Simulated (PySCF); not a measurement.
# Computed data sheet: `P=S` (HPS)

Compound: HPS.
SMILES with atom numbers: `[PH:1]=[S:2]` (hydrogens: H3 on P1)

From GFN2-xTB geometry:

```yaml
Point_group_of_the_GFN2-xTB_geometry: Cs
Rotational_constants_A_B_C_of_the_GFN2-xTB_geometry: 267.287, 8.360, 8.106 GHz
```

From wB97X-D/def2-SVPD ground state and vertical TDDFT (core frozen in the response) (PySCF):

```yaml
Dipole_moment: 1.56 D
HOMO_energy: -8.74 eV
LUMO_energy: -2.00 eV
HOMO–LUMO_gap: 6.74 eV
Lowest_singlet_excitation: 1.52 eV (814 nm, f = 0.001)
Strongest_line_among_the_8_lowest_singlet_transitions: S7 at 7.38 eV (168 nm, f = 0.094)
Lowest_triplet_excitation_Tamm–Dancoff: 0.95 eV
Static_isotropic_polarisability: 45.6 au
Electronic_spatial_extent_⟨r²⟩_about_the_centre_of_nuclear_charge: 175 bohr²
```

Monoisotopic mass (most abundant isotopes): 63.9537 u.

The polarisability is 6.76 Å³ as a volume (1 au = 0.148185 Å³), or 1.43 au for each of the 32 electrons. S1 lies 5.22 eV below the HOMO–LUMO gap; its leading configuration is HOMO→LUMO, weight 1.00. The vertical singlet–triplet gap S1 − T1 is 0.57 eV (TDDFT singlet less Tamm–Dancoff triplet; S1: HOMO→LUMO, weight 1.00; T1: HOMO→LUMO, weight 0.99). The largest Löwdin shares of the HOMO are 0.64 on S2, 0.27 on P1 and 0.09 on H3.

Isolated species at its GFN2-xTB geometry, gas phase.
